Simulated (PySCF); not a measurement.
Species: C₄H₇ClO.
Numbering: `[CH3:1][CH:2]([CH3:3])[C:4](=[O:5])[Cl:6]` (hydrogens: H7, H8, H9 on C1; H10 on C2; H11, H12, H13 on C3)

Structure used (PBE0-D3(BJ)/def2-SVP), in Å, numbered top down from 1:
```xyz
13
C4H7ClO angstrom
C      0.9109   -0.9185   -0.4972
C      0.0145   -0.0373    0.3755
C     -1.4507   -0.1150   -0.0263
C      0.4910    1.3962    0.3339
O     -0.0664    2.3264   -0.1367
Cl     2.1017    1.6051    1.1090
H      0.5793   -1.9646   -0.4292
H      1.9604   -0.8651   -0.1780
H      0.8510   -0.6109   -1.5527
H      0.1383   -0.3582    1.4244
H     -2.0819    0.5042    0.6265
H     -1.8031   -1.1547    0.0362
H     -1.5920    0.2376   -1.0585
```

The closed-shell ground state was solved at several levels (PySCF, density fitting, gas phase, non-relativistic).

```
              level  basis functions  HOMO (eV)  LUMO (eV)  gap (eV)  dipole (D)
CAM-B3LYP/def2-SVPD              186      -9.93       0.05      9.98        3.02
   wB97X-D/pcSseg-2              321     -10.29       0.83     11.12        3.05
```

Problem. What might PBE0/pcSseg-1 (144 basis functions) give for the same quantities?

Solution. HOMO -8.49 eV, LUMO -1.00 eV, gap 7.49 eV, dipole 3.03 D.

Problem. Over all these levels, which gives the widest orbital gap and which the narrowest?

Solution. wB97X-D/pcSseg-2 (range-separated hybrid) has the widest, 11.12 eV, and PBE0/pcSseg-1 (global hybrid, 25 % exact exchange) the narrowest, 7.49 eV. Functional and basis both differ between the two, so the spread mixes both effects.

Problem. How far do the dipole and the HOMO energy spread over the levels?

Solution. The dipole runs from 3.02 to 3.05 D (mean 3.03 D) and the HOMO from -10.29 to -8.49 eV.

One conformer stands for the species.
